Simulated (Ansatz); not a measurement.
CsCl-type TlCl, treated with Hartree–Fock in Ansatz (PAW).

Numerical settings: plane-wave cutoff 520 eV, 6×6×6 k mesh, scalar-relativistic PAW data made under PBE.

Computed at the level's own relaxed cell.

Hill averages of the elastic tensor: K = 14.6 GPa, G = 4.0 GPa. Volume 35.641 Å³/atom, mean atomic mass 119.918 u.

Q: Work out the density, the sound velocities of a polycrystal and the elastic Debye temperature at this level.

A: ρ = 1.66054 × 119.918/35.641 = 5.587 g/cm³. v_l = √[(K + 4G/3)/ρ] = 1.889 km/s and v_t = √(G/ρ) = 0.846 km/s. The mean follows from 3/v_m³ = 1/v_l³ + 2/v_t³: v_m = 0.954 km/s. Θ_D = (ħ/k_B) v_m (6π²/V)^(1/3) = 76.38 K Å s/km × 0.954 × 1.1844 Å⁻¹ = 86 K, counting all atoms of the cell.

Ansatz is a program for electronic structure.
